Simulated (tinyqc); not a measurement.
Orbital energy against energy difference: ionisation energy by orbital energies and by energy differences in the 6-31g* basis, for H2O, spin multiplicity 1. Computed by the program tinyqc with PySCF. The cation is unrestricted; errors are against CCSD(T) in this basis, not against experiment.

Geometry (angstrom):
```
atom,x,y,z
O,0.0000,0.0000,0.0000
H,0.0000,0.7750,0.4680
H,0.0000,-0.8470,0.5110
```

CCSD(T) difference in the same basis = 11.9310 eV

IP-EOM-CCSD = 11.7503 eV

First vertical ionisation energy (eV):
```
method,-e(HOMO),E(cation) - E,error of -e(HOMO),error of the difference
HF,13.4107,10.759282,1.4796,-1.1718
LDA,6.1821,12.625163,-5.7490,0.6941
PBE,6.0976,12.282202,-5.8334,0.3512
B3LYP,7.8170,12.320257,-4.1141,0.3892
PBE0,8.1883,12.204506,-3.7428,0.2735
CAM-B3LYP,9.7092,12.313460,-2.2218,0.3824
LC-wPBE,11.1797,12.365879,-0.7513,0.4348
```

What does the comparison show, and why?

Koopmans errs by +1.48 eV and Delta-HF by -1.17 eV: relaxation, 2.65 eV, lowers the value and the missing correlation difference works against it. The PBE level is off by -5.8 eV through the wrong tail of its potential, though its energy difference is off by +0.35 eV; exact exchange deepens the level, and among the orbital energies LC-wPBE comes closest; among the differences PBE0 does.
